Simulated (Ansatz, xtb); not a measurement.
## Isomers of C4H9N in order of energy

3 gas-phase structures of C4H9N, from a drawn sample of its isomers (lower ones may exist). Each was relaxed with GFN2-xTB:

A. `CC1(N)CC1`, a singlet
B. `C[C@@H]1C[C@@H]1N`, a singlet
C. `C[C@@H]1C[C@H]1N`, a singlet

Task: Which do you expect lowest at r2SCAN-D4/def2-SVP, and how would the others follow?

Result: Calculated order at r2SCAN-D4/def2-SVP: B (0.0), A (0.4), C (2.2) kcal/mol. Less than 1 kcal/mol parts B and A, so the order within that pair means little.

Energies above the lowest of each column, in kcal/mol; the last columns are at PBE0-D3(BJ)/def2-SVP geometries:

| structure | GFN2-xTB | HF/STO-3G | r2SCAN-D4/def2-SVP | PBE0-D3(BJ)/def2-SVP | CCSD(T)/def2-SVP + ΔMP2/def2-TZVPP |
| --- | --- | --- | --- | --- | --- |
| B | 2.1 | 0.0 | 0.0 | 0.0 | 0.6 |
| A | 0.0 | 0.1 | 0.4 | 0.8 | 0.0 |
| C | 1.0 | 0.6 | 2.2 | 2.1 | 2.1 |

CCSD(T)/def2-SVP + ΔMP2/def2-TZVPP has A and B within 1 kcal/mol of each other at the bottom, and every level picks one of them. CCSD(T)/def2-SVP + ΔMP2/def2-TZVPP orders those it was run on as A (0.0), B (0.6), C (2.1) kcal/mol. Less than 1 kcal/mol parts A and B, so the order within that pair means little. Flexible structures stand in one conformer each, not always the lowest. ΔMP2 is the change of the MP2 energy from the smaller to the larger basis.

Programs: Ansatz 0.2.0, xtb 6.7.1.
